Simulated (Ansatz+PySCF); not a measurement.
Values are calculated unless marked as measured or tabulated.
This PySCF input gave a total energy of -147.94974 hartree.

```python
from pyscf import gto, scf, mp

mol = gto.M(atom="""
O 0.000000 0.000000 -1.217980
O 0.000000 0.000000 1.217980
""", basis='sto-3g', charge=0, spin=2)
mf = scf.UHF(mol)
mf.kernel()
pt = mp.MP2(mf, frozen=2).run()
print(mf.e_tot, pt.e_corr, pt.e_tot)
```

(1) Write an input for Ansatz with the same method and basis set.

Answers

(1)

```yaml
crystal:
  periodic: [false, false, false]
  atoms:
    - { symbol: O, position_ang: [0.0, 0.0, -1.21798] }
    - { symbol: O, position_ang: [0.0, 0.0, 1.21798] }
basis:
  gaussian: { orbitals: STO-3G }
magnetization:
  spin_polarized: true
  initial_magnetization: 2
hamiltonian:
  xc: hf
correlation:
  method: mp2
  frozen_orbitals: { O: 1 }
scf:
  omitted_lower_state_checks: [stability, starts, atomic_configurations, cluster_reference, orbital_swaps, given_window_search, neighbouring_geometries, increment]
```

Ansatz (development build ahead of 0.2.0) gave -147.94974 hartree, 0.00 meV from the first. The reference isn't the lowest determinant (another lies 13.95 eV lower), but the same method gives a higher total on the lower determinant. Caution: large amplitudes, a single reference is doubtful.
